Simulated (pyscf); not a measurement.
## Atom transfer: Br–B(Br)–Br + H atom (H•) → hydrogen bromide (HBr) + [Br–B–Br]•

Gas phase, doublet surface, charge 0. Bonds broken: Br1–B2. Bonds formed: Br1–H5. Structures and frequencies: ωB97X-D3(BJ)/def2-SVP in PySCF.

Transition state (Å):

```xyz
5

Br    -0.4843    -1.1785    -0.3499
B      0.6732     0.4413    -0.5745
Br     1.2525     1.2689     1.0499
Br     0.3763     1.4483    -2.1736
H     -1.9575    -1.0090     0.0578
```

One imaginary mode, 294i cm⁻¹; descent along it reached the two sides named.

| bond | change | reactant side (Å) | saddle | product side |
|---|---|---|---|---|
| Br1–B2 | breaks | 1.894 | 2.003 | 3.3 |
| Br1–H5 | forms | 3.8 | 1.538 | 1.419 |

Electronic energies relative to the separated reactants (kcal/mol):

| level | barrier | reaction energy | reverse barrier |
|---|---|---|---|
| ωB97X-D3(BJ)/def2-TZVP | 18.0 | +12.8 | 5.2 |
| PBE/def2-TZVP | 8.9 | +9.2 | -0.3 |
| r²SCAN/def2-TZVP | 9.2 | +7.2 | 2.0 |
| B3LYP-D3(BJ)/def2-TZVP | 11.5 | +7.3 | 4.2 |
| PBE0-D3(BJ)/def2-TZVP | 12.0 | +10.9 | 1.1 |
| M06-2X/def2-TZVP | 16.5 | +9.9 | 6.6 |
| ωB97M-D3(BJ)/def2-TZVP | 17.9 | +10.7 | 7.2 |
| HF/def2-TZVP | 32.3 | +6.8 | 25.5 |

With ωB97M-D3(BJ)/def2-TZVP energies and thermal terms (ideal gas, 1 atm, RRHO with modes under 100 cm⁻¹ raised to 100, one conformer, R ln 2 for chiral ones without a mode under 150 cm⁻¹), in kcal/mol:

```tsv
T (K)	ΔH‡	ΔG‡	ΔH	ΔG
298	18.8	24.7	+12.8	+9.0
600	18.1	30.9	+11.9	+5.5
900	17.6	37.4	+10.9	+2.5
1200	17.1	44.1	+10.0	-0.1
```

At PBE this geometry lies under the product side: in single points on another level's saddle the reverse barrier vanishes, and the forward threshold there is about the reaction energy. One saddle was located; it need not be the lowest between these sides. The angle at the transferred Br is 120°: a side-on saddle, likely not the lowest. Elements up to Kr have no core potential and no relativistic terms here.
